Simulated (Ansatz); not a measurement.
The input, for Ansatz 0.2.0:

```yaml
crystal:
  periodic: [false, false, false]
  atoms:
    - {symbol: Si, position_ang: [0.000000, 0.120174, -0.048463]}
    - {symbol: H, position_ang: [0.000000, -2.794089, -1.726806]}
    - {symbol: H, position_ang: [0.439321, -0.277238, 1.538591]}
    - {symbol: H, position_ang: [-0.439321, -0.277238, 1.538591]}
basis:
  gaussian: {orbitals: STO-3G}
total_charge: 1
magnetization: {spin_polarized: false, initial_magnetization: 2}
correlation: {method: sc_nevpt2, electrons: outside_noble_gas, active_space: {window: {electrons: 6, orbitals: 6}}}
```

```sh
$ ansatz run in.yaml --threads 1 --pin off --events-out ev --progress --plain --max-ram 2393MiB
```

The program prints:

```
128 factors; integrals over basis functions are off by at most 2.0e-5 eV
mean field evaluation 1: about -7805.4914 eV, gradient 3.6e0 eV
mean field evaluation 2: about -7805.4991 eV, gradient 3.6e0 eV
mean field evaluation 4: about -7805.7644 eV, gradient 1.2e0 eV
mean field evaluation 8: about -7805.7979 eV, gradient 3.4e-5 eV
mean field evaluation 16: about -7805.0213 eV, gradient 2.4e-5 eV
mean field evaluation 32: about -7805.0213 eV, gradient 5.7e-6 eV
mean field -7805.79785761 eV, -286.8577803073 hartree, gradient 1.4e-6 eV, S^2 2.000000; 6 other end points of the search recorded, 0 dependent functions left out
reference -7805.79785761 eV, -286.8577803073 hartree; 9, 7 occupied and 3, 5 virtual orbitals, 128 factors
state -7806.84918971 eV, -286.8964160494 hartree
state -7806.84918971 eV, -286.8964160494 hartree; corrected -7806.99932388 eV, -286.9019333782 hartree
state -7806.82578459 eV, -286.8955559270 hartree
state -7806.82578459 eV, -286.8955559270 hartree; corrected -7807.07623268 eV, -286.9047597248 hartree
state -7806.82578459 eV, -286.8955559270 hartree; corrected -7807.07623268 eV, -286.9047597248 hartree
WARN: the results are in doubt because another end's mean lies 0.023 eV lower, and its corrected mean 0.077 eV higher
Total energy: -7807.07623268 eV, -286.9047597248 hartree
In doubt: another end's mean lies 0.023 eV lower, and its corrected mean 0.077 eV higher
```

Ran on 1 thread of AMD EPYC 7R43, shared host: 0.45 s wall, 0.16 GiB peak host memory.
